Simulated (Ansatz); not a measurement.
Pressure series in MgO

The reference is MgO in the rock salt structure (space group Fm-3m, No. 225; a = 4.214 Å).

Cell and atoms are relaxed at each pressure.

The values are results of PBEsol (Ansatz, a quantum-chemistry and plane-wave program; PAW; 420 eV plane waves; no SOC), not measurements.

```csv
P (GPa),V (Å³/atom)
-2.00,9.477
-1.00,9.415
1.80,9.251
4.20,9.121
8.99,8.886
17.99,8.515
29.99,8.116
45.00,7.719
60.00,7.398
```

Question: Fit a third-order Birch–Murnaghan equation of state.

Answer: Least squares on P(V) = (3B₀/2)[(V₀/V)^(7/3) − (V₀/V)^(5/3)]·[1 + (3/4)(B₀′ − 4)((V₀/V)^(2/3) − 1)] gives V₀ = 9.35 Å³/atom, B₀ = 158 GPa and B₀′ = 4.1.

Measured bulk modulus of MgO: 169.8 GPa (static lattice; corrected from measurement; as listed in Daniel Mejia-Rodriguez, S. B. Trickey, Phys. Rev. B (2018)); the computed value is 7 % below it.

Between the base and pressure 18 GPa the gap moves from 4.62 eV to 5.58 eV, a mean slope of 53 meV/GPa.

Load acts through the strain it causes; cell and atoms are relaxed under it. Stability against distortions was not tested. Competing high-pressure phases were not computed.
